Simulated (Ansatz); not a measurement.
## Multireference treatment of H2O2, singlet

Calculated in Ansatz's Gaussian-basis code; CASPT2, NEVPT3, NEVPT4(SD) by development code. Basis cc-pVDZ, nonrelativistic, 2 orbitals frozen in the corrections. State-specific CASSCF; RHF is the lowest restricted (open-shell) Hartree–Fock solution met. Solutions may break the symmetry of the shape. The lowest solution met needn't be the lowest there is, nor hold the orbitals that a chemist would pick.

Geometry:

| atom | x (Å) | y (Å) | z (Å) |
| --- | --- | --- | --- |
| O | 0.0000 | 0.1072 | 0.7341 |
| O | 0.0000 | 0.1072 | -0.7341 |
| H | 0.0000 | -0.8573 | 0.8808 |
| H | 0.0000 | -0.8573 | -0.8808 |

Question: What do CASSCF and its corrections give against RHF in CAS(2,2), and what are the occupations?

Answer: CASSCF -1.246 eV, SC-NEVPT2 -10.586 eV, FIC-NEVPT2 -10.588 eV, NEVPT3 -10.901 eV, NEVPT4(SD) -11.161 eV, CASPT2 (IPEA 0) -10.603 eV; occupations 1.92, 0.08. The MRCI reference weight is 0.923.

Question: How do single-reference totals in the same basis and frozen core stand against SC-NEVPT2 in CAS(2,2)?

Answer: CCSD(T) -0.658 eV. Coupled cluster stands on the determinant that it favours, which can lie over the RHF solution above, and is in doubt where the occupations are far from 0, 1 and 2.
